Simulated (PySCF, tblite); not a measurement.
# CH₃BrO, a complex of two parts: NMR shifts, interaction energy, infrared bands, spin-spin couplings and core binding energies

The task here is to estimate one member of a computed series from the others.

Computed with tblite 0.8.0 and PySCF 2.14.0; each step states its level. No surroundings beyond the atoms listed, unless a continuum is named. Atoms count from 0, parts from 1.

## The system as given

6 atoms, charge 0, multiplicity 1; geometry: rigid parts in contact. Parts: 1 = atoms 0–1, `Br`, charge 0; 2 = atoms 2–5, `C=O`, charge 0.

Set-up of the first run:

What the job is given:

```
{"job": {"kind": "dock", "xc": "GFN2-xTB", "basis": "xTB"}, "charge": 0, "multiplicity": 1, "parts": [{"atoms": "0-1", "charge": 0, "multiplicity": 1}, {"atoms": "2-5", "charge": 0, "multiplicity": 1}]}
Br     0.700573     0.012652     0.008185
H     -0.700573    -0.012652    -0.008185
C     -0.057806    -3.428050    -0.037923
O     -1.201120    -3.603238     0.250456
H      0.736926    -4.153418     0.204200
H      0.293417    -2.527399    -0.569099
```

Method: GFN2-xTB search for minima from random contacts, gas phase.

Command:

```
$ OMP_NUM_THREADS=1 python cluster_run.py task.json out
```

One launch serves the whole session: the jobs run in the order shown.

Steps of the session up to this table: Bringing the parts together with GFN2-xTB; Optimising the geometry at PBE0-D3(BJ)/def2-TZVPD; NMR shieldings: PBE0/pcSseg-2; Coupled-cluster interaction energy: CCSD(T) and MP2.

One of the session's tables, all rows but one given; the rest of the session is left out.

It belongs to the step «Coupled-cluster interaction energy: CCSD(T) and MP2». 

| method | interaction energy (kcal/mol) |
| --- | --- |
| HF/aug-cc-pVDZ | -1.88 |
| MP2/aug-cc-pVDZ | -4.57 |
| CCSD/aug-cc-pVDZ | ? |
| CCSD(T)/aug-cc-pVDZ | -3.70 |
| HF/aug-cc-pVQZ | -1.67 |
| MP2/aug-cc-pVQZ | -5.67 |
| SCS-MP2/aug-cc-pVQZ | -4.35 |
| MP2, extrapolated | -5.95 |
| CCSD(T), limit estimate | -5.07 |

Estimate the missing values for CCSD/aug-cc-pVDZ.

The run gave: interaction energy (kcal/mol): -3.26. In the column «interaction energy (kcal/mol)» it lies between CCSD(T)/aug-cc-pVDZ (-3.70) and HF/aug-cc-pVDZ (-1.88).

Caveats from the session: The interaction energy leaves out the deformation of the parts, 0.43 kcal/mol (MP2); added to the CCSD(T) estimate it gives a binding of about -4.65 kcal/mol.
